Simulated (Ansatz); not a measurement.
## Ansatz (development build ahead of 0.2.0) run

```yaml
crystal:
  periodic: [false, false, false]
  atoms:
    - { symbol: "N", position_ang: [0.0, 0.0, 0.0] }
    - { symbol: "N", position_ang: [0.0, 0.0, 1.098] }
basis:
  gaussian: { orbitals: cc-pVTZ }
magnetization:
  spin_polarized: true
hamiltonian:
  xc: hf
correlation:
  method: ccsd_t
  frozen_orbitals: { "N": 1 }
```

The input is written out in the form of the current development build from the run's settings.

The run gave:

```
Converged                       : yes
Reference energy                : -108.98341 hartree
CCSD correlation energy         : -0.37194 hartree
Triples correction              : -0.01849 hartree
Total energy                    : -109.37385 hartree
Spin squared of the determinant : 0.000
```
